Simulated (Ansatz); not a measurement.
Other spins and charges of Al2⁻, quartet at one geometry

Geometry (PBE0/def2-TZVPD stationary point for this spin):

```
atom   x (Å)   y (Å)   z (Å)
  Al  0.0000  0.0000  0.0000
  Al  0.0000  0.0000  2.5462
```

Basis aug-cc-pVDZ; Ansatz 0.2.0. Only valence electrons are correlated (noble-gas cores frozen). Prefix R: restricted or restricted open-shell reference; prefix U: unrestricted. Active spaces: valence = (7e, 8o) chosen from the atoms' valence shells.

Gaps are energies of the second state less the first, at fixed atoms, for a selection of the levels run; each method lands on the state that its own search finds for that charge and spin.

Coupled cluster chose its determinant by a search with trial CCSD, here up to 0.24 eV above the lowest Hartree–Fock solution of its kind, and MP2 stands on that determinant too. The highest occupied Kohn–Sham level of the anion is positive, up to +0.60 eV, so in those functionals the extra electron is held by the basis alone, which enters their differences from the reference.

Removing an electron, to the triplet: 1.487 eV at UCCSDT(Q).

| level | gap (eV) | error (meV) |
| --- | --- | --- |
| UMP2 | 1.514 | 27 |
| UCCSD | 1.482 | -5 |
| RCCSD(T) | 1.492 | 5 |
| UCCSD(T) | 1.494 | 7 |
| BCCD(T) | 1.496 | 9 |
| RCCSDT | 1.487 | 0 |
| UCCSDT | 1.486 | -1 |
| MRCISD+Q (valence space) | 1.480 | -7 |
| PBE | 1.531 | 44 |
| r2SCAN | 1.597 | 110 |

In so small a basis the reference is far from its limit while semilocal and hybrid functionals are nearer theirs, so the functionals' errors here hold much of the reference's basis and frozen-core error, which can add to them or hide them.

Full CI isn't at hand for all of this; UCCSDT(Q) serves as the reference, and is uncertain by the last step of the cluster series or more. The frozen core follows each run's orbitals, which can shift R against U totals by a few meV.
